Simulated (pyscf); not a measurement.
# Routes from `[SnH2]` [singlet] + `[ClH]`

Candidate steps break at most two bonds and form at most two. Each was searched with GFN2-xTB (tblite) first. PySCF, gas phase, ωB97X-D3(BJ)/def2-SVP geometries. MP2 and CC: frozen core, UHF for open shells. ΔMP2 is the change of the MP2 total energy from the triple- to the quadruple-zeta basis. Energies: CCSD(T)/def2-TZVPP + ΔMP2(QZVPP), kcal/mol, from the separated reactants, singlet surface.

```tsv
products	type	ΔE‡	ΔE	ΔG‡ 298 K	ΔG‡ 900 K	ν‡ (cm⁻¹)
Cl–SnH₃	insertion	10.3	-40.2	19.0	37.5	1182i
SnH₂ [singlet] + HCl	four-centre exchange	73.0	0.0	79.6	96.6	1779i
```

Row 1: On the reactant side the descent ends in an adduct with a Cl–Sn contact, 8.4 kcal/mol under the separated species and 17.5 kcal/mol under the saddle at ωB97X-D3(BJ)/def2-TZVP. Row 2: On the reactant side the descent ends in an adduct with a Cl–Sn contact (not fully relaxed), 8.4 kcal/mol under the separated species and 84.7 kcal/mol under the saddle at ωB97X-D3(BJ)/def2-TZVP. On the product side the descent ends in an adduct with a Cl–Sn contact (not fully relaxed), 8.4 kcal/mol under the separated species and 84.7 kcal/mol under the saddle at ωB97X-D3(BJ)/def2-TZVP. 

Under all of these lies the exit to Cl–SnH: [singlet] + H₂ (barrier -2.1 kcal/mol at ωB97M-D3(BJ)). Plain bond fissions and candidates not yet searched are not listed, and one of them may be faster. Each barrier is that of the saddle found; lower ones may exist. The CCSD(T) − MP2 part came from Ansatz, without density fitting, on the same reference. The frozen core leaves the outer d or s,p core shells of the metals and heavy elements correlated in the MP2 and CC values, and def2-TZVPP describes them poorly, which can shift differences by a few kcal/mol. Elements past Kr carry the def2 core potentials, without spin-orbit coupling.
